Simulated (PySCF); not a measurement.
PySCF input file for C3H7, SMILES C[CH]C (connectivity only; charge and spin as stated), charge +1, multiplicity 1, PBE0/pcSseg-1. Geometry optimised at PBE-D3(BJ)/def2-TZVP. The spin state was assumed, not searched. The isomer is the one that the SMILES or the coordinates give; other isomers of the formula were not compared.

```python
import numpy as np
from pyscf import gto, scf, dft
from pyscf.prop.nmr import rks as nmr

mol = gto.M(
    atom='''
    C     1.27774321    0.01912555   -0.20044873
    C     0.00000000    0.00000000    0.44697755
    C    -1.27774321   -0.01912554   -0.20044873
    H     1.99364027    0.68658473    0.31634595
    H     1.26497372    0.13488153   -1.28875069
    H     1.71609287   -0.98249332    0.06051815
    H     0.00000001   -0.00000000    1.54729264
    H    -1.71609287    0.98249332    0.06051816
    H    -1.99364027   -0.68658474    0.31634595
    H    -1.26497372   -0.13488153   -1.28875068
    ''',
    basis='pcSseg-1',
    charge=1,
    spin=0,
    max_memory=1600,
    verbose=3,
)
mf = dft.RKS(mol, xc='pbe0')
mf.grids.level = 3
mf.conv_tol = 1e-10
mf.max_cycle = 100
mf.kernel()
n = nmr.NMR(mf)
n.verbose = 2
n.max_cycle_cphf = 60
sigma = n.kernel()
print('atom   isotropic/ppm   span/ppm')
for i, s in enumerate(sigma):
    w = np.linalg.eigvalsh((s + s.T) / 2)
    print(f'{mol.atom_symbol(i):2s}{i + 1:3d} {w.mean():14.3f} {w[2] - w[0]:11.3f}')
```

Log of the run:

```
converged SCF energy = -118.035622666113
atom   isotropic/ppm   span/ppm
C   1        126.629      88.833
C   2       -148.718     531.012
C   3        126.629      88.833
H   4         26.125       6.863
H   5         26.598       5.114
H   6         26.805       8.714
H   7         18.752      18.709
H   8         26.805       8.714
H   9         26.125       6.863
H  10         26.598       5.114
```

The run converged.

Cost: very roughly 8 core-seconds.
